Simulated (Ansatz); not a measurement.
Molecule (SMILES): N#[N+][O-].
Atoms: N1, N2, O3. Bonds: N1-N2, N2-O3.

Basis-set convergence of the highest harmonic wavenumber at PBE0 with Ansatz (an electronic-structure program). Each level at its own minimum, finite differences of forces, unscaled; the reference is a large set that could be run, not a limit. All functions are spherical. The program fits the integrals of some runs and decomposes those of others, by size. No added dispersion term, no relativity. Reference: the value in def2-QZVPP, 2405 cm⁻¹, itself unsure by roughly 1 cm⁻¹ (its mean distance from cc-pVQZ, aug-pcseg-2, aug-cc-pVTZ). Deviations are taken from unrounded values.

```
basis        functions  highest harmonic wavenumber (cm⁻¹)
-----------  ---------  ----------------------------------
cc-pVDZ             42                                2436
aug-cc-pVDZ         69                                2412
def2-SVP            42                                2485
def2-SVPD           63                                2463
pcseg-1             42                                2421
aug-pcseg-1         69                                2417
6-311G**            54                                2425
6-311+G**           66                                2414
cc-pVTZ             90                                2412
aug-cc-pVTZ        138                                2404
pcseg-2             90                                2404
aug-pcseg-2        138                                2404
def2-TZVPP          93                                2409
def2-TZVPPD        114                                2408
```

What the diffuse functions change, pair by pair:
- cc-pVDZ to aug-cc-pVDZ: 27 more functions, deviation 31 to 7 cm⁻¹
- def2-SVP to def2-SVPD: 21 more functions, deviation 80 to 58 cm⁻¹
- pcseg-1 to aug-pcseg-1: 27 more functions, deviation 16 to 12 cm⁻¹
- 6-311G** to 6-311+G**: 12 more functions, deviation 20 to 9 cm⁻¹
- cc-pVTZ to aug-cc-pVTZ: 48 more functions, deviation 7 to -2 cm⁻¹
- pcseg-2 to aug-pcseg-2: 48 more functions, deviation -1 to -1 cm⁻¹
- def2-TZVPP to def2-TZVPPD: 21 more functions, deviation 4 to 3 cm⁻¹

They bring the value nearer the reference by more than 1 cm⁻¹ in 5 of 7 pairs.
